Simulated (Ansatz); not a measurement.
LA phonon frequency at L of rock-salt BaO at several levels of theory

No measured value is used here.

| level (code) | value (cm⁻¹) | cell (Å³/atom) |
|---|---|---|
| LDA (Ansatz) | 163 | 20.06 |
| PBE (Ansatz) | 156 | 21.65 |
| B3LYP (VWN-RPA form) (Ansatz) | ? | 21.95 |
| LC-ωPBE (Ansatz) | 164 | 21.10 |
| Hartree–Fock (Ansatz) | 165 | 22.38 |

**Question.** What belongs in the gaps?

**Answer.** 
- B3LYP (VWN-RPA form) (Ansatz, a first-principles code), value (cm⁻¹): 161

Each level is taken at its own relaxed cell. Ansatz's density-functional and Hartree–Fock values are scalar-relativistic unless marked +SOC, with PAW data made under PBE.
